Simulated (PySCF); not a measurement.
**Nuclear quadrupole coupling in nitrogen sulfide cation**

Compound: nitrogen sulfide cation, NS (charge +1).
Bonds: N1–S2 (triple).

Field gradients from the PBE0/pcSseg-2 density (PySCF, non-relativistic), principal values in atomic units, ordered |Vxx| ≤ |Vyy| ≤ |Vzz|:

```json
{"atom": "N1", "Vxx": "0.7153", "Vyy": "0.7154", "Vzz": "-1.4307"}
{"atom": "S2", "Vxx": "0.8252", "Vyy": "0.8252", "Vzz": "-1.6503"}
```

Problem. Find the asymmetry η = (Vxx − Vyy)/Vzz and the couplings χ = eQV/h (234.96 MHz × Q in barn × V in au), with Q(14N) = 0.02044 b, Q(33S) = −0.0678 b.

Solution. 
```
atom           environment  nucleus     η  χzz (MHz)  χxx (MHz)  χyy (MHz)
  N1  nitrogen bonded to S      14N  0.00      -6.87       3.44       3.44
  S2    sulfur bonded to N      33S  0.00      26.29     -13.15     -13.15
```

The gradient is axial or nearly so (η below 0.05) at N1 and S2. 

Problem. What is Vzz at S2 in SI units (1 au = 9.71736 × 10²¹ V/m²)?

Solution. -1.6503 au = -16.037 × 10²¹ V/m².

Geometry: PBE0-D3(BJ)/def2-TZVP; no solvent, vibrations or thermal averaging.
